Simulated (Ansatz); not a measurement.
Species: SiCl$_{3}$, charge 0, doublet. SiCl3 (SMILES Cl[Si](Cl)Cl, doublet).
B3LYP-D3(BJ)/def2-TZVP minimum from Ansatz (a quantum-chemistry and plane-wave program):
```
Si
Cl 1 2.0584
Cl 1 2.0584 2 109.38
Cl 1 2.0584 2 109.38 3 -119.78
```
Charge 0, spin multiplicity 2.

Wanted: atomisation energy (electronic, to ground-state atoms), in kJ/mol. Open shells are spin-unrestricted; no spin-orbit coupling. CBS(X,Y): correlation extrapolated as X^-3, Hartree-Fock from the larger set. A bracket is a step between two methods taken in the basis named. Functionals run without relativity, which enters their misses. Double hybrids freeze cores in their MP2 part. '+ core + X2C': CCSD(T) terms for core correlation (cc-pwCVTZ, 1s frozen past Ne) and scalar relativity (cc-pVTZ-DK).

CCSD(T)/CBS(cc-pV(T+d)Z,cc-pV(Q+d)Z) + [CCSDT(Q) - CCSD(T)]/cc-pV(D+d)Z + core + X2C (Ansatz) gives 1157.8 kJ/mol.

Task: What does PBE/def2-TZVPD (Ansatz) give here, and how do the other levels compare?

Result: PBE gives 1177.0 kJ/mol, 19.2 kJ/mol above it. Differences of the others: r2SCAN/def2-TZVPD (Ansatz) 28.3; B3LYP/def2-TZVPD (Ansatz) -58.0; PBE0/def2-TZVPD (Ansatz) -1.6; B2PLYP/def2-TZVPD (Ansatz) -38.6; CCSD(T)/CBS(cc-pV(T+d)Z,cc-pV(Q+d)Z) + core + X2C (Ansatz) -1.9 kJ/mol. Nearer than PBE: PBE0/def2-TZVPD, CCSD(T)/CBS(cc-pV(T+d)Z,cc-pV(Q+d)Z) + core + X2C.
